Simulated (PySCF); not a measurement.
CH3, SMILES [CH3], multiplicity 2. Geometry: B3LYP-D3(BJ)/def2-TZVPD. The isomer is the one that the SMILES or the coordinates give; other isomers of the formula were not compared.

Computed equilibrium geometry at B3LYP-D3(BJ)/def2-TZVPD (PySCF confirms it by a frequency run) as bond lengths and angles, and its point group:
point group D3h.
Atoms: C1 H2 H3 H4. Bonds (Å): C1–H2 1.079, C1–H3 1.079, C1–H4 1.079. Bond angles (°): H2–C1–H3 120.0, H2–C1–H4 120.0, H3–C1–H4 120.0.
Charge 0, spin multiplicity 2.
